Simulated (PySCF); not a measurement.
## Core-level binding energies of MgMeH

MgMeH, CH4Mg.
Structure used (PBE0-D3(BJ)/def2-SVP), in Å, numbered top down from 1:
```
atom  x, y, z in Å
Mg1   -0.0087   -0.0088   -1.3206
C2     0.0052    0.0062    0.7757
H3    -0.2895    0.9866    1.1880
H4     1.0037   -0.2242    1.1860
H5    -0.6911   -0.7385    1.1994
H6    -0.0196   -0.0213   -3.0285
```

The calculation used delta-SCF UKS SCAN, pcX-2 on the ionised atom, pcseg-1 elsewhere, spin-free X2C in PySCF. Each binding energy is the total energy of the core-ionised species, with the hole localised on one atom, minus that of the ground state; both are solved self-consistently, so orbital relaxation is included.

Give the core binding energies atom by atom.

| atom(s) | environment | level | binding energy (eV) | count |
| --- | --- | --- | --- | --- |
| C2 | carbon bonded to Mg and 3 H | C 1s | 289.03 | 1 |
| Mg1 | magnesium bonded to C and H | Mg 1s | 1310.90 | 1 |

Which effective nuclear charge Zeff reproduces each element's mean 1s value in the hydrogen-like formula E = 13.606 eV × Zeff²?

C (Z = 6): mean 289.0 eV, Zeff = 4.61, Z − Zeff = 1.39; Mg (Z = 12): mean 1310.9 eV, Zeff = 9.82, Z − Zeff = 2.18. Means run over the listed sites, weighted by atom count.

Which photon energy gives electrons from Mg 1s of Mg1 a kinetic energy of 100 eV, and what is their de Broglie wavelength?

hν = 1310.90 + 100 = 1410.90 eV, recoil neglected; λ = 12.264 Å/√(E/eV) = 1.23 Å.

Isolated species at its PBE0-D3(BJ)/def2-SVP geometry, gas phase.

On one thread of an Arm Neoverse V1, shared host, this took 3.1 s wall.
